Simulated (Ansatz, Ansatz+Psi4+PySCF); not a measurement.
```xyz
6

N     0.0000    0.7090   -0.0777
N     0.0000   -0.7090   -0.0777
H     0.2111    1.0828    0.8479
H    -0.9482    0.9950   -0.3041
H    -0.2111   -1.0828    0.8479
H     0.9482   -0.9950   -0.3041
```

Basis set: cc-pVTZ (spherical functions). Correlated methods keep 2 orbitals frozen. Charge 0, multiplicity 1.

Computed with Ansatz (development build ahead of 0.2.0); each method stands on the lowest determinant of its kind that the runs found. Restricted open shells among the atoms or ions are ROHF, correlated in semicanonical orbitals with singles.

The atomization energy at this shape (free ground-state atoms in the same class of orbitals less the molecule, no zero-point energy) of singlet N2H4:

```json
{"method": "RHF-CCSD(T)", "atomization energy": "420.35 kcal/mol"}
{"method": "RHF-MP2", "atomization energy": "421.71 kcal/mol"}
```

Problem. What does RHF give?

Solution. 269.63 kcal/mol.
